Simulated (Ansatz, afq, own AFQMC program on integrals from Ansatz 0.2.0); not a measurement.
## CH₂Ge, singlet: AFQMC among the cluster methods

```xyz
4

Ge    0.0000    0.0000    0.2348
C     0.0000    0.0000   -1.5966
H     0.0000    1.2931    1.0510
H     0.0000   -1.2931    1.0510
```

Connectivity, by distances: GeH2–C.

Basis cc-pVDZ. Only valence electrons are correlated. Ansatz 0.2.0 and our own AFQMC program on the same integrals; the CISD trial comes from CCSD amplitudes, and released means the phaseless constraint is let go. Free projection: walkers drawn from exp(T), propagated without any constraint. Its projection time is finite, and what remains of the start isn't in its error. ± is one standard error of the sampling. No spin–orbit coupling.

Determinant: RHF, the one that the program's search chose, which needn't be the lowest solution. The geometry is a point of a scan.

No full CI on the walks' own integrals is used here; CCSDT(Q) serves as the reference and is uncertain by about the last step of the cluster series.

Cautions: no relativity below Rb; no spin-orbit coupling; inner d shell frozen; higher spins were not checked; restricted determinant unstable towards unrestricted (UHF 549 meV lower, ⟨S²⟩ 1.14); strong correlation (T1 0.024, weight of the determinant 0.84, largest double 0.17); the released energies move by 1.5 errors or more from one time to the next, so no released level is given (meV from the phaseless value at times in 1/Eh: -29 ± 18 at 0.24, -43 ± 20 at 0.51, -45 ± 20 at 0.99, -16 ± 24 at 1.62, -57 ± 24 at 2.40), though the last usable value meets CCSDT(Q) within the noise.

```
T1 diagnostic                               : 0.0240
weight of the determinant in the CISD state : 0.839
size of the correlated space                : 10 electrons in 36 orbitals
```

Reference: CCSDT(Q), correlation energy -6.773 eV.

```tsv
level	E − E(reference) (kJ/mol)	share of correlation (%)
HF	653.5	0.00
MP2	139.4	78.67
CCSD	33.1	94.93
CCSD(T)	6.3	99.04
CCSDT	2.5	99.61
ph-AFQMC/CISD	2.0 ± 1.7	99.70
free AFQMC	1.3 ± 1.8	99.80
```

Free projections are given only where their last times agree within the noise and don't stop above the reference; a slow remainder of the start can still hide under it. A walk keeps the symmetry of its determinant, which the program's search chose and which needn't be the lowest solution, so a lower state of the same spin and another symmetry isn't excluded.
